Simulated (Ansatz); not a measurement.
Density of states of Ba (Im-3m, a = 5.068 Å, b = 5.068 Å, c = 5.068 Å, α = 90.00°, β = 90.00°, γ = 90.00°), in states per eV and primitive cell, averaged over bins of 0.3 eV. Computed with DFT r2SCAN, scalar-relativistic, plane waves, PAW in Ansatz.

Cutoff 500 eV; k points 12×12×12 on the computed 1-atom cell (Γ-centred); Gaussian smearing, width 0.10 eV; no spin polarisation.

The cell is relaxed at this level. The states (both spins) are summed by tetrahedra on a 18×18×18 mesh at the self-consistent density. Energies are bin centres; the table starts no lower than −8 eV and ends at 6 eV, or lower where the solved bands end.

It is a metal at this level.

| E − E_F (eV) | total | Ba 6s | Ba 5p |
| --- | --- | --- | --- |
| -2.70 | 0.07 | 0.07 | 0.00 |
| -2.40 | 0.16 | 0.15 | 0.00 |
| -2.10 | 0.23 | 0.21 | 0.01 |
| -1.80 | 0.30 | 0.28 | 0.01 |
| -1.50 | 0.41 | 0.37 | 0.01 |
| -1.20 | 0.56 | 0.50 | 0.02 |
| -0.90 | 0.98 | 0.82 | 0.02 |
| -0.60 | 1.37 | 1.00 | 0.02 |
| -0.30 | 2.00 | 0.92 | 0.01 |
| 0.00 | 1.16 | 0.34 | 0.00 |
| 0.30 | 1.00 | 0.08 | 0.00 |
| 0.60 | 2.99 | 0.05 | 0.00 |
| 0.90 | 3.63 | 0.09 | 0.00 |
| 1.20 | 2.07 | 0.04 | 0.00 |
| 1.50 | 1.44 | 0.03 | 0.00 |
| 1.80 | 0.99 | 0.03 | 0.00 |
| 2.10 | 0.69 | 0.04 | 0.00 |
| 2.40 | 1.32 | 0.06 | 0.00 |
| 2.70 | 1.52 | 0.04 | 0.00 |
| 3.00 | 1.82 | 0.03 | 0.00 |
| 3.30 | 2.06 | 0.03 | 0.00 |
| 3.60 | 2.76 | 0.09 | 0.00 |
| 3.90 | 4.82 | 0.13 | 0.00 |
| 4.20 | 1.44 | 0.06 | 0.00 |
| 4.50 | 0.78 | 0.06 | 0.00 |

The columns after the total are the Löwdin projections on the occupied valence shells of the potentials. The rest of the total lies in shells that are empty in the free atom, which aren't projected, and between the atoms.

Spin-orbit coupling is left out, which matters for the bands of heavy elements.

Cost: 1 run of about 0.35 core-minutes, on Intel Xeon 6975P-C (Granite Rapids) (shared hosts).